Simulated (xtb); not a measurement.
xtb input (GFN1-xTB):

```bash
xtb mol.xyz --gfn 1 --opt tight --chrg 0 --uhf 0
```
mol.xyz:
```
12

C      0.00294306     1.39046446     0.00403829
C      1.20564233     0.69266801     0.00734657
C      1.20269927    -0.69779645     0.00330827
C     -0.00294306    -1.39046446    -0.00403829
C     -1.20564233    -0.69266801    -0.00734657
C     -1.20269927     0.69779645    -0.00330827
H      0.00523441     2.47302785     0.00718236
H      2.14431017     1.23195330     0.01306633
H      2.13907575    -1.24107455     0.00588397
H     -0.00523441    -2.47302785    -0.00718236
H     -2.14431017    -1.23195330    -0.01306633
H     -2.13907575     1.24107455    -0.00588397
```

End of the output:

```
     2   6 C        3   6 C                                       1.3883651 (max)
     3   6 C        4   6 C                                       1.3883651
     4   6 C        5   6 C                                       1.3883651
     1   6 C        6   6 C                                       1.3883651
     5   6 C        6   6 C                                       1.3883651
     1   6 C        7   1 H                                       1.0845592
     2   6 C        8   1 H                                       1.0845592
     3   6 C        9   1 H                                       1.0845592
     4   6 C       10   1 H                                       1.0845592 (min)
     5   6 C       11   1 H                                       1.0845592
     6   6 C       12   1 H                                       1.0845592

 * 2 distinct bonds (by element types)

   Z      Z             #   av. dist./Å        max./Å        min./Å
   1 H    6 C           6     1.0845592     1.0845592     1.0845592
   6 C    6 C           6     1.3883651     1.3883651     1.3883651

optimized geometry written to: xtbopt.xyz

           -------------------------------------------------
          | TOTAL ENERGY              -15.894660716050 Eh   |
          | GRADIENT NORM               0.000013560882 Eh/α |
          | HOMO-LUMO GAP               4.840603424045 eV   |
           -------------------------------------------------

------------------------------------------------------------------------
------------------------------------------------------------------------
 total:
 SCF:
 ANC optimizer:
```
